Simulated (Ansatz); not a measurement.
# What a trial cell of Co2W relaxes into

All numbers below come from DFT PBE, scalar-relativistic, plane waves, PAW (Ansatz). Cutoff 420 eV, Γ-centred k mesh, Gaussian smearing, collinear spin, first started from parallel moments.

The start puts Co2W on the cubic Laves (C15) structure type (Fd-3m, No. 227), with W in place of Mg, Co in place of Cu, at a guessed volume.

```
CELL_PARAMETERS angstrom
0.00000 3.31380 3.31380
3.31380 0.00000 3.31380
3.31380 3.31380 0.00000
ATOMIC_POSITIONS crystal
Co 0.62500 0.62500 0.62500
Co 0.12500 0.62500 0.62500
Co 0.62500 0.62500 0.12500
Co 0.62500 0.12500 0.62500
W 0.00000 0.00000 0.00000
W 0.25000 0.25000 0.25000
```

Cell and atoms relax at zero pressure; the relaxation can't lower the symmetry of the start.

Formation energies are uncorrected and refer to the elements' standard structures at the same level.

**Question.** Describe the relaxed structure.

**Answer.** It keeps Fd-3m (No. 227). The result has the cubic Laves (C15) structure. Conventional cell: a = 6.612 Å. Around Co lie 6 Co at 2.34 Å and 6 W at 2.74 Å; around W lie 12 Co at 2.74 Å and 4 W at 2.86 Å.

```
Co W
1.0
     0.00000    3.30589    3.30589
     3.30589    0.00000    3.30589
     3.30589    3.30589    0.00000
Co W
4 2
Direct
  0.12500 0.12500 0.12500
  0.62500 0.12500 0.12500
  0.12500 0.12500 0.62500
  0.12500 0.62500 0.12500
  0.50000 0.50000 0.50000
  0.75000 0.75000 0.75000
```

**Question.** What are its volume, energy, gap and moment?

**Answer.** The volume per atom is 12.04 Å³. The density is 13.87 g/cm³. The energy over the elements is 0.01 eV/atom. The gap on the 10×10×10 mesh is 0 eV (a metal) and the net moment per atom is 0.27 μB. The largest site moment is 0.40 μB.

The final run used a 10×10×10 mesh on its 6-atom cell and 0.10 eV smearing. For metals, differences of a few meV/atom aren't resolved. Spin–orbit coupling is left out. A structure relaxed within its symmetry needn't be a true minimum. The steps took roughly 3 core-minutes in all.